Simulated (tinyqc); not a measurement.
The basis set: RHF and MP2 along a ladder of basis sets, for HF, spin multiplicity 1. Computed by the program tinyqc with PySCF. Same geometry throughout; the dipole is taken about the origin.

Geometry (angstrom):

| atom | x | y | z |
|---|---|---|---|
| F | 0.0000 | 0.0000 | 0.0000 |
| H | 0.0000 | 0.0000 | 0.9060 |

RHF and frozen-core MP2 in a ladder of bases:

| basis | functions | E(RHF) (hartree) | E(MP2 corr) (hartree) | HOMO (eV) | LUMO (eV) | dipole (debye) |
|---|---|---|---|---|---|---|
| sto-3g | 6 | -98.56935 | -0.01684 | -12.641 | 17.432 | 1.299 |
| 3-21g | 11 | -99.45909 | -0.12005 | -16.321 | 7.443 | 2.145 |
| 6-31g | 11 | -99.98317 | -0.12709 | -17.197 | 5.792 | 2.281 |
| 6-31g** | 19 | -100.01020 | -0.18183 | -17.091 | 6.097 | 1.958 |
| cc-pvdz | 19 | -100.01968 | -0.20115 | -17.143 | 5.065 | 1.928 |
| cc-pvtz | 44 | -100.05838 | -0.27124 | -17.534 | 3.938 | 1.920 |

Estimate the missing row, basis = aug-cc-pvdz.

Computed row:
```
basis        functions  E(RHF) (hartree)  E(MP2 corr) (hartree)  HOMO (eV)  LUMO (eV)  dipole (debye)
aug-cc-pvdz         32        -100.03377               -0.22163    -17.739      0.983           1.910
```

From cc-pVDZ to cc-pVTZ the RHF energy falls by 38.7 mhartree and the correlation energy by 70.1. If valence correlation converges as X^-3, (27 E(T) - 8 E(D))/19 gives -0.3008 hartree, a rough estimate from such small X that usually falls short; STO-3G holds about 6 % of it. Beyond STO-3G the LUMO moves by 6.5 eV and the HOMO by 1.4 eV; diffuse functions lower the positive LUMO sharply, since an unbound virtual level tracks the most diffuse function.
